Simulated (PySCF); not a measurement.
BCl3, SMILES ClB(Cl)Cl.

Coordinates come from a PBE0-D3(BJ)/def2-SVP optimisation. The isomer is the one that the SMILES or the coordinates give; other isomers of the formula were not compared.

Method: PBE/def2-TZVPD in PySCF.

Gas-phase values at a fixed geometry.

```yaml
total_energy: -1405.02322 hartree
point_group: D3h
highest_occupied_level: -7.71 eV
lowest_empty_level: -2.75 eV
orbital_gap: 4.97 eV
dipole_moment: 0.00 D
quadrupole, principal values (traceless, Buckingham form, about the centre of nuclear charge): -0.40, -0.40, 0.80 D·Å
mean_static_polarisability: 58.2 bohr³ (8.63 Å³)
polarisability_principal_values: 42.4, 66.2, 66.2 bohr³
```
